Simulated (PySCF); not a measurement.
Which functional comes closest?

Molecule: SMILES PP, H$_{4}$P$_{2}$.

Atoms are numbered as in `[PH2:1][PH2:2]`. Hydrogens are named by the atom that carries them.

Geometry PBE0-D3(BJ)/def2-SVP throughout; GIAO in PySCF 2.14.0 with density-fitted response routines, gas phase, one conformer, non-relativistic; equivalent atoms averaged; basis pcSseg-2.

Reference values (measured; solution; Yu. Yu. Rusakov, I. L. Rusakova, Phys. Chem. Chem. Phys. 2023, supporting information (pecS-n basis sets for 31P)): δ(P1/P2) = -203.2 ppm vs 85 % H3PO4. Computed shifts are taken against H3PO4, calculated as an isolated molecule at each level.

Problem. How do the functionals HF, LDA, PBE, BLYP, BP86, OPBE, KT2, KT3, B97-D, B3LYP, PBE0, mPW1PW91 perform against the reference? Times are CPU seconds on 1 thread of an Arm Neoverse V1, shared host; the GGAs took longer than the global hybrids here, which isn't the general rule, and the cause wasn't traced.

Solution. 
```tsv
functional	kind	P1/P2	abs. error P	core-s
HF	Hartree–Fock	-201.4	1.8	2.2
LDA	LDA	-242.1	38.9	5.1
PBE	GGA	-222.5	19.3	6.3
BLYP	GGA	-204.1	0.9	5.9
BP86	GGA	-218.5	15.3	6.2
OPBE	GGA	-222.6	19.4	6.2
KT2	GGA	-216.5	13.3	6.2
KT3	GGA	-202.7	0.5	6.2
B97-D	GGA	-200.8	2.4	5.9
B3LYP	global hybrid	-209.3	6.1	4.1
PBE0	global hybrid	-226.4	23.2	4.2
mPW1PW91	global hybrid	-223.0	19.8	4.2
```

For $^{31}$P the closest is KT3 (0.5 ppm) and the furthest LDA (38.9 ppm). One molecule is a small sample, and vibrational and solvent effects are absent from the calculation.
